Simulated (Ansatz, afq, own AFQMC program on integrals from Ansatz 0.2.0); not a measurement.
## Where AFQMC and coupled cluster stand for CH3S, doublet

```yaml
atoms:
  - { symbol: C, position_ang: [-0.0062, 0.0000, 0.9250] }
  - { symbol: S, position_ang: [-0.0007, 0.0000, -0.4690] }
  - { symbol: H, position_ang: [1.0446, 0.0000, 1.2380] }
  - { symbol: H, position_ang: [-0.4737, 0.8983, 1.3298] }
  - { symbol: H, position_ang: [-0.4737, -0.8983, 1.3298] }
```

Connectivity, by distances: CH3–S.

Basis cc-pVDZ. Only valence electrons are correlated. Ansatz 0.2.0 and our own AFQMC program on the same integrals; the CISD trial comes from CCSD amplitudes, and released means the phaseless constraint is let go. Uncertainties: one standard error, sampling alone.

Determinant: UHF, the one that the program's search chose, which needn't be the lowest solution. The geometry is a point of a scan.

No full CI on the walks' own integrals is used here; CCSDT(Q) serves as the reference and is uncertain by about the last step of the cluster series.

* T1 diagnostic: 0.0103
* weight of the determinant in the CISD state: 0.889
* ⟨S²⟩ of the determinant: 0.762
* size of the correlated space: 13 electrons in 41 orbitals

```json
{"level": "MP2", "correlation energy (eV)": "-7.0078"}
{"level": "CCSD", "correlation energy (eV)": "-7.8459"}
{"level": "CCSD(T)", "correlation energy (eV)": "-8.0353"}
```

Estimate where phaseless AFQMC with a CISD trial lies against CCSD(T) on the same integrals.

1.9 ± 1.0 kJ/mol below CCSD(T). The gap is under twice the noise, so this walk alone can't tell the two apart.

Reference: CCSDT(Q), correlation energy -8.063 eV. The released energy is read at 2.40 1/Eh (meV from the phaseless value at times in 1/Eh: -15 ± 14 at 0.24, -19 ± 11 at 0.51, -12 ± 13 at 0.99, -16 ± 14 at 1.62, 17 ± 20 at 2.40).

```csv
level,E − E(reference) (kJ/mol),share of correlation (%)
CCSD(T),2.6,99.66
CCSDT,1.1,99.86
ph-AFQMC/CISD,0.8 ± 1.0,99.90
released AFQMC,2.4 ± 1.9,99.69
```

A walk keeps the symmetry of its determinant, which the program's search chose and which needn't be the lowest solution, so a lower state of the same spin and another symmetry isn't excluded. Released energies are given only where the last usable release times agree within the noise; a slower fall can still hide under it.
